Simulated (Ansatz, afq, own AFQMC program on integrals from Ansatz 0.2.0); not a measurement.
# AlBH, quartet in 6-31G, levels against full CI

```yaml
atoms:
  - { symbol: B, position_ang: [0.0000, 0.0000, -2.5443] }
  - { symbol: Al, position_ang: [0.0000, 0.0000, 0.4837] }
  - { symbol: H, position_ang: [0.0000, 0.0000, 2.0607] }
```

Connectivity, by distances: B ··· AlH.

Basis 6-31G. Noble-gas cores (and the filled d shells of Ga–Kr and In–Xe) are frozen. AFQMC by an in-house program on the Cholesky factors that Ansatz 0.2.0 writes for its CCSD(T) run. The CISD trial takes its coefficients from CCSD amplitudes. Released means that phaseless walkers are propagated on without the constraint, phases kept. Error bars are statistical, one sigma.

Determinant: UHF, the one that the program's search chose, which needn't be the lowest solution. The geometry is a point of a scan.

Full CI on the same integrals is exact in this basis and with this determinant's frozen core.

Cautions: lower spins were not checked; strong correlation (T1 0.086, weight of the determinant 0.73, largest double 0.30); unrestricted determinant slightly spin contaminated (⟨S²⟩ 3.82 against 3.75); the CCSDT(Q) amplitudes may be one of several solutions (largest double 0.58); the CCSDTQ amplitudes may be one of several solutions (largest double 0.60); the released energies are still falling, so no released level is given (meV from the phaseless value at times in 1/Eh: -6.3 ± 2.3 at 0.24, -10 ± 3 at 0.51, -17 ± 3 at 0.99, -20.3 ± 2.5 at 1.62, -32 ± 6 at 2.40).

```
T1 diagnostic                               : 0.0860
weight of the determinant in the CISD state : 0.730
⟨S²⟩ of the determinant                     : 3.824
size of the correlated space                : 7 electrons in 18 orbitals
```

Reference: full CI, correlation energy -2.332 eV. The cautions show a poor starting determinant, so the rows tell how each method copes with it here, and full CI is the sure value.

```tsv
level	E − E(reference) (mEh)	share of correlation (%)
HF	85.69	0.00
MP2	43.72	48.98
CCSD	7.79	90.91
CCSD(T)	4.52	94.72
CCSDT	0.62	99.28
CCSDT(Q)	-0.02	100.02
CCSDTQ	0.02	99.98
ph-AFQMC/CISD	4.89 ± 0.11	94.29
```

CCSDT and higher add their correlation energy to the determinant of the CCSD(T) run, since their own runs factorise the integrals more tightly (a shift of under 2 meV). A walk keeps the symmetry of its determinant, which the program's search chose and which needn't be the lowest solution, so a lower state of the same spin and another symmetry isn't excluded.
